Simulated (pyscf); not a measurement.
Optimised with ωB97X-D3(BJ)/def2-SVP in PySCF.

Q: `[Cl][BH][Cl]` + `[H]` [doublet] -> `[Cl][B][Cl]` [doublet] + `[H][H]`
Surface: doublet. Broken: B–H. Formed: H–H. Give ΔE‡ and ΔE from ωB97M-D3(BJ)/def2-TZVP, relative to the separated reactants.

A: ΔE‡ = 11.1 kcal/mol, ΔE = +2.7 kcal/mol. Zero-point energy shifts the barrier by -1.0 kcal/mol. It is a hydrogen abstraction, with an imaginary mode of 1126i cm⁻¹. One saddle was located; it need not be the lowest between these sides. The angle at the transferred H is 179°.
